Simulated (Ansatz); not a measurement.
Tetradymite Bi2Te3 was calculated with PBEsol in Ansatz (PAW).

Settings: plane-wave cutoff 520 eV, 10×10×10 k mesh, Fermi–Dirac smearing 0.01 eV, scalar-relativistic PAW data made under PBE.

Starting structure:

```
CELL_PARAMETERS angstrom
      2.19000     1.26440    10.16333
     -2.19000     1.26440    10.16333
      0.00000    -2.52879    10.16333
ATOMIC_POSITIONS crystal
  Bi 0.40000 0.40000 0.40000
  Bi 0.60000 0.60000 0.60000
  Te 0.00000 0.00000 0.00000
  Te 0.21000 0.21000 0.21000
  Te 0.79000 0.79000 0.79000
```

Problem. Into what structure does the relaxation of cell and atoms lead at this level, with the symmetry of the start kept?

Solution. The volume drops by 0.6 %; final space group R-3m.
```
CELL_PARAMETERS angstrom
      2.19039     1.26462    10.10361
     -2.19039     1.26462    10.10361
      0.00000    -2.52925    10.10361
ATOMIC_POSITIONS crystal
  Bi 0.39985 0.39985 0.39985
  Bi 0.60015 0.60015 0.60015
  Te 0.00000 0.00000 0.00000
  Te 0.20998 0.20998 0.20998
  Te 0.79002 0.79002 0.79002
```

Note: the cell comes from a level without a dispersion term, which matters for the spacing of layers, chains or molecules.

Ansatz is a program for electronic structure.
